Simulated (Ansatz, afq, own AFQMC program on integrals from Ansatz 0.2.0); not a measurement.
Where AFQMC and coupled cluster stand for GeNH₃, triplet

```tsv
atom	x (Å)	y (Å)	z (Å)
Ge	-0.2438	-0.0019	0.0008
N	1.4211	0.0108	-0.0044
H	-0.7361	1.4538	0.0038
H	-0.7155	-0.7365	1.2653
H	-0.7235	-0.7338	-1.2623
```

Connectivity, by distances: GeH3–N.

Basis cc-pVDZ. Only valence electrons are correlated. Integrals, coupled cluster, full CI and functionals: Ansatz 0.2.0; the random walks run on the same integrals in our own AFQMC program. The CISD trial takes its coefficients from CCSD amplitudes. Released means that phaseless walkers are propagated on without the constraint, phases kept. Uncertainties: one standard error, sampling alone. No spin–orbit coupling.

Determinant: UHF, the one that the program's search chose, which needn't be the lowest solution. The geometry is a point of a scan.

No full CI on the walks' own integrals is used here. The released AFQMC energy serves as the reference, which it does only where one determinant dominates, the energy is flat over the last release times and near the phaseless one (40 meV or 2 meV an electron, half that with transition metals). On small molecules, where full CI could be run and the noise was under 10 meV, such values lay within 10 meV of it in 19 cases of 20, a flattering rate, since the rule was set on those same cases; what remains of the bias isn't in the error bar.

Cautions: no relativity below Rb; no spin-orbit coupling; inner d shell frozen; lower spins were not checked; the released value is read at 2.40 1/Eh with a noise of 14 meV, more than in the cases checked (meV from the phaseless value at times in 1/Eh: -15 ± 9 at 0.24, -18 ± 10 at 0.51, -7 ± 11 at 0.99, -10 ± 13 at 1.62, -11 ± 14 at 2.40).

The T1 diagnostic is 0.0178 and the weight of the determinant in the CISD state is 0.893. The ⟨S²⟩ of the determinant is 2.016. The size of the correlated space is 12 electrons in 41 orbitals.

Reference: AFQMC with the constraint released, correlation energy -6.554 ± 0.014 eV.

```csv
level,E − E(reference) (mEh),share of correlation (%)
HF,240.87 ± 0.53,0.00
MP2,46.22 ± 0.53,80.81
CCSD,5.99 ± 0.53,97.51
CCSD(T),1.30 ± 0.53,99.46
ph-AFQMC/CISD,0.41 ± 0.63,99.83
```

A walk keeps the symmetry of its determinant, which the program's search chose and which needn't be the lowest solution, so a lower state of the same spin and another symmetry isn't excluded. Released energies are given only where the last usable release times agree within the noise; a slower fall can still hide under it.
